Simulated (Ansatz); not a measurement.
hcp Zn was calculated with PBE-D3(BJ) (PAW; Ansatz, an electronic-structure program).

Run with plane-wave cutoff 500 eV, 36×36×16 k mesh (along the axes of the cell as run), Fermi–Dirac smearing 0.1 eV, scalar-relativistic PAW data made under PBE.

Computed at the level's own relaxed cell.

Question: Estimate the equilibrium volume per atom, equilibrium lattice constant a and c axis length that the calculation returns.

Answer: 
* **equilibrium volume per atom**: 14.24 Å³/atom
* **equilibrium lattice constant a**: 2.621 Å
* **c axis length**: 4.788 Å

Measured, for comparison: lattice constant a 2.665 Å (293 K, no zero-point or thermal correction, our sources range from 2.660 to 2.665; as tabulated in Wikipedia's data pages); lattice parameter c 4.946 Å (293 K, no zero-point or thermal correction; as tabulated in Wikipedia's data pages). Computed (rounded) less measured: lattice constant a -1.7 % (-1.5 % to -1.7 % over the range), lattice parameter c -3.2 %. A static lattice is as a rule a little smaller and stiffer than an uncorrected measurement, which narrows the difference in the lattice constant a and would widen misses of the other sign.

The result took roughly 6 core-minutes.
